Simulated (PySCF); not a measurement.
Gas-phase XPS of azetidine, computed

Species: azetidine, C3H7N.
Numbering: `[CH2:1]1[CH2:2][NH:3][CH2:4]1`

Method: PySCF 2.14.0, delta-SCF UKS SCAN, pcX-2 on the ionised atom, pcseg-1 elsewhere, spin-free X2C. Binding energies are ΔSCF values: E(core-ionised, relaxed orbitals) − E(ground state) at a fixed geometry, referred to the vacuum level.

Q: List the computed XPS lines with their assignment.

A: 
```
atom(s)     bonded to  level  binding energy (eV)  above the level's lowest (eV)  count
     C1   2 C and 2 H   C 1s               290.63                           0.00      1
  C2/C4  N, C and 2 H   C 1s               291.31                          +0.68      2
     N3     2 C and H   N 1s               404.61                           0.00      1
```

The listed C 1s values span 0.68 eV, from C1 (bonded to 2 C and 2 H) to C2/C4 (bonded to N, C and 2 H). Summing the Pauling electronegativity differences to the bonded atoms, each weighted by its formal bond order, gives -0.70 for the lowest site and -0.21 for the highest.

Q: Express the binding energy of C 1s of C2/C4 in atomic units and per mole.

A: 291.31 eV = 10.7054 Eh = 28107 kJ/mol.

Q: What is the longest wavelength that can ionise C 1s of C2/C4 vertically?

A: λ = hc/E = 12398.42 eV Å / 291.31 eV = 42.561 Å.

The first atom of each set that the bonding makes equivalent was ionised and stands for the set. Geometry: PBE0-D3(BJ)/def2-SVP; no solvent, vibrations or thermal averaging.

On Arm Neoverse V2, one thread, shared host with 96 logical CPUs at a one-minute load of 155, this took 14 s of wall time and 0.40 GiB of memory at its peak.
